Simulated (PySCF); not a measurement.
## Computed NMR parameters against published values

Bonds (- single, = double, # triple, : aromatic): C1-N2 1.439 Å, N2-C3 1.358 Å, C3-C4 1.510 Å, C3=O5 1.215 Å. C1 carries H6, H7, H8; N2 carries H9; C4 carries H10, H11, H12.

What is known from experiment: δ 13C C1 26.1; δ 1H H6/H7/H8 2.79 ppm (measured; solution, not stated per compound (mostly CDCl3 or CCl4); Pretsch, Buehlmann, Badertscher, Structure Determination of Organic Compounds, 4th ed. (2009)).

[PySCF 2.14: NMR shieldings at B97-2/pcSseg-2/GIAO; PBE0-D3(BJ)/def2-TZVP geometry; no relativistic terms; isolated molecule; equivalent nuclei averaged; single conformer]

**Question.** What does the calculation give, and how does it compare?

**Answer.** 
Reference values: measured (solution, not stated per compound (mostly CDCl3 or CCl4); Pretsch, Buehlmann, Badertscher, Structure Determination of Organic Compounds, 4th ed. (2009)).
```tsv
atoms	quantity	reference	computed	computed, scaled
C1	δ 13C	26.1	26.2	23.2
H6/H7/H8	δ 1H	2.79	2.93	2.89
```

Computed shifts are σ(ref) − σ with the named reference compound (TMS for H and C) calculated as an isolated molecule at the same level. The measured values may be among those fitted. Shieldings were converted by linear fits to measured shifts (mostly CDCl3, TMS scale, for H and C): 13C (scatter 2.0 ppm rms, 2.1 ppm with the 1 outlier that the fit left out); 1H (scatter 0.14 ppm rms, 0.16 ppm with the 4 outliers that the fit left out). A few per cent of atoms miss by over 2 rms, more outside the fitted compound classes. Hydrogens on heteroatoms aren't scaled, only referred to computed TMS.
